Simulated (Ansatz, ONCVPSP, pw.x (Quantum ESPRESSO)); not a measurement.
# magnesium (diamond): variants of one ONCV potential in the solid

- Element: magnesium (Mg)
- Generator: ONCVPSP 4.0.1
- Type: optimised norm-conserving Vanderbilt (ONCV)
- Functional: PBEsol
- Relativity: scalar-relativistic
- Frozen core: [Ne]
- Valence charge: 2
- Reference configuration: 3s2
- Partial waves: 3s: rc 2.25 bohr, ncon 4, nbas 8, qcut 3 1/bohr, 2 projectors, debl 2 Ha; p scattering state at 0.19 Ha: rc 2.20 bohr, ncon 3, nbas 6, qcut 4.1 1/bohr, 2 projectors, debl 1.6 Ha; d scattering state at 0.05 Ha: rc 2.15 bohr, ncon 4, nbas 7, qcut 4.9 1/bohr, 2 projectors, debl 1.5 Ha
- Local potential: polynomial inside 2.00 bohr (lpopt 5, dvloc0 3 Ha)
- Core correction: Teter function, fcfact 3.75, rcfact 1.15

Crystal test: diamond Mg in pw.x 7.5, no spin, 8³ k-points, Fermi–Dirac smearing 0.01 Ry, cutoffs set for each file from its atomic test. The reference is all-electron LAPW (Ansatz 0.2.0) with the same functional, mesh and smearing; V0 and B0 come from Birch–Murnaghan fits to the pressures at five volumes. Errors are pseudo minus all-electron; Δ is the rms difference of the E(V) curves that follow from these fits, minima aligned, over ±6 % about the mean V0. Mesh and smearing are coarse, so the numbers serve the comparison and aren't converged zero-temperature values; the lattice is a test structure that the element need not adopt.

All-electron: a0 = 6.780 Å (V0 = 38.96 Å³/atom), B0 = 11.9 GPa.

1 further variants are left out: they gave no file fit for a test, a broken result, the same result as the base, or pressures whose basis-set error rivals the error shown.

```csv
change,cutoffs (Ry),pw.x,a0 (Å),a0 error (%),B0 error (%),Δ (meV/atom),mean pressure error (GPa)
base,50/200,converged,6.788,+0.11,-0.7,0.3,+0.04
"local potential polynomial inside 1.06 bohr (lpopt 5, dvloc0 3 Ha)",50/200,converged,6.785,+0.07,-0.5,0.2,+0.02
s: nbas 9,50/200,converged,6.787,+0.11,-0.7,0.3,+0.04
"core correction Teter function, fcfact 3.5, rcfact 1.7",50/200,converged,6.752,-0.41,+7.5,1.3,-0.15
"core correction Teter function, fcfact 3.75, rcfact 1.28",50/200,converged,6.782,+0.03,+0.6,0.1,+0.01
```
